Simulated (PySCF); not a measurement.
Compound: 2(5H)-furanone, C4H4O2.
Atom-mapped SMILES: `[O:1]=[C:2]1[CH:3]=[CH:4][CH2:5][O:6]1` (hydrogens: H7 on C3; H8 on C4; H9, H10 on C5)

The same species was optimised twice, with GFN2-xTB and with PBE0-D3(BJ)/def2-SVP (PySCF), and the same property calculations (PySCF, gas phase) were run on both structures.

```csv
coordinate,GFN2-xTB,PBE0-D3(BJ)/def2-SVP,change
C2–O6 (Å),1.358,1.365,+0.007
C3=C4 (Å),1.328,1.335,+0.007
C5–O6 (Å),1.410,1.407,-0.003
O1=C2 (Å),1.197,1.194,-0.003
C2–C3 (Å),1.483,1.484,+0.001
C4–C5 (Å),1.494,1.493,-0.001
O1–C2–C3 (°),129.2,130.0,+0.8
C3–C2–O6 (°),107.6,107.2,-0.4
O1–C2–O6 (°),123.2,122.8,-0.4
C4–C5–O6 (°),105.1,105.4,+0.3
C3–C4–C5 (°),108.9,108.6,-0.3
C2–C3–C4 (°),108.1,108.4,+0.3
C2–O6–C5 (°),110.4,110.5,+0.1
```

Rotational constants: A = 8343, B = 3926, C = 2715 MHz (GFN2-xTB) against A = 8313, B = 3909, C = 2704 MHz (PBE0-D3(BJ)/def2-SVP). Point groups within 0.08 Å: Cs and Cs.

On the GFN2-xTB structure: lowest singlet, TDDFT (eV) 5.15 [CAM-B3LYP/def2-SVPD]; lowest triplet, Tamm–Dancoff (eV) 4.15 [CAM-B3LYP/def2-SVPD]; isotropic polarisability (au) 50.8 [CAM-B3LYP/def2-SVPD]; HOMO (eV) -9.60 [CAM-B3LYP/def2-SVPD]; LUMO (eV) -0.32 [CAM-B3LYP/def2-SVPD]; dipole (D) 5.27 [CAM-B3LYP/def2-SVPD]; HOMO (eV) -8.01 [PBE0/pcSseg-1]; LUMO (eV) -1.40 [PBE0/pcSseg-1]; dipole (D) 5.09 [PBE0/pcSseg-1]; GIAO shielding of O1 (ppm) -86.2 [PBE0/pcSseg-1]; GIAO shielding of C2 (ppm) 10.9 [PBE0/pcSseg-1]; GIAO shielding of C3 (ppm) 54.9 [PBE0/pcSseg-1]; GIAO shielding of C4 (ppm) 27.5 [PBE0/pcSseg-1]; GIAO shielding of C5 (ppm) 112.4 [PBE0/pcSseg-1]; GIAO shielding of O6 (ppm) 123.8 [PBE0/pcSseg-1].

Question: What do these properties become on the PBE0-D3(BJ)/def2-SVP structure?

Answer: 
```
                                    property                level  on GFN2-xTB  on PBE0-D3(BJ)/def2-SVP  change
                  lowest singlet, TDDFT (eV)  CAM-B3LYP/def2-SVPD         5.15                     5.15    0.00
           lowest triplet, Tamm–Dancoff (eV)  CAM-B3LYP/def2-SVPD         4.15                     4.09   -0.06
               isotropic polarisability (au)  CAM-B3LYP/def2-SVPD         50.8                     51.4    +0.6
                                   HOMO (eV)  CAM-B3LYP/def2-SVPD        -9.60                    -9.64   -0.04
                                   LUMO (eV)  CAM-B3LYP/def2-SVPD        -0.32                    -0.36   -0.04
                                  dipole (D)  CAM-B3LYP/def2-SVPD         5.27                     5.24   -0.03
energy, GFN2-xTB geometry as zero (kcal/mol)  CAM-B3LYP/def2-SVPD          0.0                     -0.2    -0.2
                                   HOMO (eV)        PBE0/pcSseg-1        -8.01                    -8.05   -0.04
                                   LUMO (eV)        PBE0/pcSseg-1        -1.40                    -1.43   -0.03
                                  dipole (D)        PBE0/pcSseg-1         5.09                     5.06   -0.03
energy, GFN2-xTB geometry as zero (kcal/mol)        PBE0/pcSseg-1          0.0                     -0.1    -0.1
                  GIAO shielding of O1 (ppm)        PBE0/pcSseg-1        -86.2                    -85.6    +0.6
                  GIAO shielding of C2 (ppm)        PBE0/pcSseg-1         10.9                     11.4    +0.5
                  GIAO shielding of C3 (ppm)        PBE0/pcSseg-1         54.9                     53.5    -1.4
                  GIAO shielding of C4 (ppm)        PBE0/pcSseg-1         27.5                     24.8    -2.7
                  GIAO shielding of C5 (ppm)        PBE0/pcSseg-1        112.4                    112.5    +0.1
                  GIAO shielding of O6 (ppm)        PBE0/pcSseg-1        123.8                    121.3    -2.5
```

The heavy atoms differ by 0.005 Å rms after alignment. Among bonds between heavy atoms C2–O6 and C3=C4 change most and about equally (+0.007 Å). Changes are differences of the printed values. Neither structure is proved a minimum here.
